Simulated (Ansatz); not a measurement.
A made-up structure of C2H5N, closed shell:

```json
{"atom": "C1", "x (Å)": "0.6978", "y (Å)": "-1.3950", "z (Å)": "0.5936"}
{"atom": "C2", "x (Å)": "0.6631", "y (Å)": "-0.1710", "z (Å)": "0.2843"}
{"atom": "N3", "x (Å)": "-0.4712", "y (Å)": "0.5919", "z (Å)": "-0.3160"}
{"atom": "H4", "x (Å)": "-0.1889", "y (Å)": "1.0028", "z (Å)": "-1.2059"}
{"atom": "H5", "x (Å)": "-1.2851", "y (Å)": "-0.0035", "z (Å)": "-0.4694"}
{"atom": "H6", "x (Å)": "-0.7373", "y (Å)": "1.3664", "z (Å)": "0.2921"}
{"atom": "H7", "x (Å)": "1.5719", "y (Å)": "0.4097", "z (Å)": "0.4765"}
{"atom": "H8", "x (Å)": "-0.2266", "y (Å)": "-1.8621", "z (Å)": "0.3682"}
```

It is relaxed with PBE-D4/def2-SVP and then PBE0-D4/def2-TZVP (Ansatz 0.2.0). Atoms count as bonded within 1.22 times the sum of their covalent radii (H–H: 0.88 Å). The end point is not checked to be a true minimum.

**Question.** Does its bonding change? (Judge from chemistry; the calculation decides.)

**Answer.** By the calculation: Yes. Formed: none; broken: C2–N3.

Where it ends: The first stage lowers the energy by 2.12 eV in 24 steps. It ends as a complex of C₂H₂ (C#C) + NH₃:
```xyz
8
angstrom
C 1.1519 -2.2178 0.9926
C 0.6412 -1.2270 0.5500
N -0.7669 1.4735 -0.6603
H -0.2186 1.8845 -1.4063
H -1.6846 1.2742 -1.0398
H -0.8861 2.1861 0.0495
H 0.1818 -0.3372 0.1523
H 1.6051 -3.0972 1.3855
```

For scale, one of the runs: PBE0-D4/def2-TZVP relaxation, 123 basis functions, launched by `ansatz run in.yaml --threads 2 --pin off --events-out ev --progress --plain --max-ram 4352MiB`. Hardware: 2 CPU threads of an Arm Neoverse V2, shared host. Wall time about 7 s.
